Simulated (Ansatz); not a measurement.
`O=C1OC1F` + H₂ → `O=C1CO1` + H–F  (hydrogenolysis of a C–F bond)

Isolated molecules relaxed with PBE0-D4/def2-TZVP in Ansatz; ΔE leaves out vibrations. CCSD(T)/CBS adds triple-zeta CCSD(T) − MP2 to the extrapolated MP2 energy (def2 sets, frozen cores). This one scheme is used for every species. DFT in def2-TZVPP. B3LYP here is the variant with VWN-RPA as its local correlation; programs differ in this.

`O=C1OC1F`:

Z-matrix (Å, degrees):
```
C
F 1 1.331
C 1 1.443 2 120.5
O 1 1.463 2 114.3 3 62.1
H 1 1.086 2 112.2 3 -165.1
O 3 1.178 1 157.7 2 -77.9
```

H₂:

```xyz
2

H     0.137    0.000   -0.347
H    -0.137    0.000    0.347
```

`O=C1CO1`:

```xyz
6

O    -0.007    0.823    1.793
C     0.161    0.335    0.731
C    -0.250   -0.240   -0.525
O     1.163   -0.030   -0.053
H    -0.529    0.396   -1.359
H    -0.537   -1.284   -0.588
```

H–F:

Cartesian coordinates in Å:
```
F -0.395 0.226 -0.066
H 0.395 -0.226 0.066
```

```tsv
species	B3LYP energy (Eh)
`O=C1OC1F`	-327.18594
H₂	-1.18000
`O=C1CO1`	-227.90580
H–F	-100.49272
```

Problem. Work out ΔE.

Solution. ΔE = (-227.90580) + (-100.49272) − (-327.18594) − (-1.18000) = -0.03258 Eh = -85.5 kJ/mol. CCSD(T)/CBS gives -97.1 kJ/mol.

Largest T1 diagnostic among the species: 0.017.

Leaving LDA and LC-ωPBE aside and taking each functional with its dispersion term where it has one, the values, not all of them listed here, spread over 17.4 kJ/mol, from PBE-QIDH to BLYP-D4. LDA lies +5.8 kJ/mol from PBE without D4. From r2SCAN to r2SCAN0 (25 % exact exchange), in def2-TZVPP and without D4, ΔE moves by −8.8 kJ/mol.
